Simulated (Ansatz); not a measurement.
C4H7FO can be A, `C=COC(C)F`, or B, `FC1CCCO1`.

Isolated molecules relaxed with PBE0-D4/def2-TZVP in Ansatz; ΔE leaves out vibrations. CCSD(T)/CBS adds triple-zeta CCSD(T) − MP2 to the extrapolated MP2 energy (def2 sets, frozen cores). DFT in def2-TZVPP. B3LYP here is the variant with VWN-RPA as its local correlation; programs differ in this. Each species was taken in one conformer, which may not be the lowest.

A:

Z-matrix (Å, degrees):
```
C
C 1 1.499
F 1 1.382 2 109.1
O 1 1.385 2 108.8 3 119.6
H 1 1.097 2 113.3 3 -118.1
H 2 1.091 1 109.6 3 -62.0
H 2 1.090 1 109.7 3 58.0
H 2 1.090 1 110.0 3 178.0
C 4 1.359 1 117.9 2 167.3
C 9 1.326 4 128.0 1 11.4
H 9 1.084 4 109.8 1 -168.6
H 10 1.081 9 123.5 4 3.4
H 10 1.081 9 118.4 4 -178.4
```

B:

```xyz
13

F    -1.640   -1.409    0.089
C    -1.096   -0.346   -0.628
C    -0.706    0.747    0.342
C     0.655    0.245    0.813
C     1.197   -0.426   -0.444
O     0.058   -0.747   -1.252
H    -1.838   -0.081   -1.384
H    -1.440    0.871    1.138
H    -0.614    1.690   -0.203
H     1.306    1.040    1.175
H     0.527   -0.485    1.614
H     1.752   -1.343   -0.234
H     1.838    0.244   -1.025
```

(1) Which is lower in electronic energy at CCSD(T)/CBS, and by how much? (Estimate.)

(2) Give E(B) − E(A) in kJ/mol with ωB97M-V, PBE-D4, CCSD/def2-TZVPP, B3LYP, CCSD(T)/def2-TZVPP, HF/def2-TZVPP, B2PLYP. (An estimate is asked.)

Largest T1 diagnostic: 0.012.

## Answers

(1) Computed: B, by 64.8 kJ/mol.

(2) Ansatz gave: ωB97M-V -66.6, PBE-D4 -63.7, CCSD/def2-TZVPP -67.9, B3LYP -48.5, CCSD(T)/def2-TZVPP -66.0, HF/def2-TZVPP -55.7, B2PLYP -56.5. None reverses the order clearly.

In def2-TZVPP, CCSD(T) changes the Hartree–Fock value by −10.3 kJ/mol (the triples alone add +1.8 kJ/mol) and MP2 by −17.3 kJ/mol. From PBE to PBE0 (25 % exact exchange), in def2-TZVPP and without D4, E(B) − E(A) moves by −12.5 kJ/mol.
